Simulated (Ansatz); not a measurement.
The inner images of a band of CH4BCl + H (8 atoms, charge 0, multiplicity 2) are given out of order.

Method: UKS BHLYP-D4/6-31G* (Ansatz 0.2.0).

Image 0:

```xyz
8
Properties=species:S:1:pos:R:3
B 0.018 0.002 -0.172
H -0.055 -0.161 0.999
C 1.371 0.025 -0.933
H 1.799 -0.981 -0.897
H 1.301 0.326 -1.973
H 2.089 0.664 -0.420
Cl -1.517 0.183 -1.013
H -0.111 -0.058 3.564
```

Image 8:

```xyz
8
Properties=species:S:1:pos:R:3
B -0.176 0.095 -0.555
H 0.009 -0.051 2.403
C 1.318 0.046 -0.969
H 1.615 -1.005 -0.981
H 1.501 0.448 -1.965
H 1.964 0.545 -0.252
Cl -1.532 0.030 -1.640
H 0.194 -0.108 3.114
```

**Question.** Put them in order from the first end to the last, with their energies above the first end.
A.
```xyz
8
Properties=species:S:1:pos:R:3
B 0.019 0.037 -0.029
H -0.018 0.002 1.182
C 1.358 0.037 -0.814
H 1.688 -1.004 -0.882
H 1.286 0.421 -1.828
H 2.140 0.567 -0.275
Cl -1.544 0.027 -0.826
H -0.035 -0.088 2.626
```
B.
```xyz
8
Properties=species:S:1:pos:R:3
B -0.070 0.327 -0.487
H -0.071 0.022 2.354
C 1.373 0.074 -0.999
H 1.562 -1.001 -0.960
H 1.483 0.374 -2.041
H 2.134 0.567 -0.404
Cl -1.520 -0.110 -1.341
H 0.003 -0.253 3.034
```
C.
```xyz
8
Properties=species:S:1:pos:R:3
B 0.011 0.045 -0.057
H -0.017 -0.013 1.452
C 1.362 0.038 -0.814
H 1.685 -1.004 -0.887
H 1.299 0.430 -1.827
H 2.141 0.563 -0.266
Cl -1.556 0.024 -0.818
H -0.031 -0.084 2.372
```
D.
```xyz
8
Properties=species:S:1:pos:R:3
B 0.003 0.038 -0.135
H -0.090 -0.016 1.045
C 1.364 0.030 -0.883
H 1.737 -0.998 -0.885
H 1.307 0.358 -1.917
H 2.112 0.617 -0.354
Cl -1.520 0.076 -1.014
H -0.018 -0.105 3.298
```
E.
```xyz
8
Properties=species:S:1:pos:R:3
B -0.027 0.338 -0.262
H -0.030 0.030 1.777
C 1.375 0.047 -0.853
H 1.588 -1.022 -0.888
H 1.399 0.410 -1.881
H 2.167 0.535 -0.293
Cl -1.558 -0.133 -0.932
H -0.019 -0.206 2.486
```
F.
```xyz
8
Properties=species:S:1:pos:R:3
B -0.062 0.475 -0.485
H -0.056 0.119 2.115
C 1.369 0.065 -0.922
H 1.488 -1.018 -0.948
H 1.520 0.424 -1.943
H 2.149 0.495 -0.301
Cl -1.530 -0.251 -1.073
H 0.015 -0.310 2.711
```
G.
```xyz
8
Properties=species:S:1:pos:R:3
B 0.011 0.040 -0.082
H -0.051 -0.003 1.102
C 1.361 0.034 -0.848
H 1.707 -1.003 -0.887
H 1.297 0.395 -1.870
H 2.129 0.585 -0.310
Cl -1.534 0.044 -0.916
H -0.025 -0.091 2.965
```

**Answer.** D (+0.1 kcal/mol), G (+0.9 kcal/mol), A (+3.6 kcal/mol), C (+10.6 kcal/mol), E (+4.3 kcal/mol), F (+2.0 kcal/mol), B (+1.8 kcal/mol).

The run took 5.6 min on 1 thread of Arm Neoverse V1, on a shared host, peak memory 0.14 GiB.
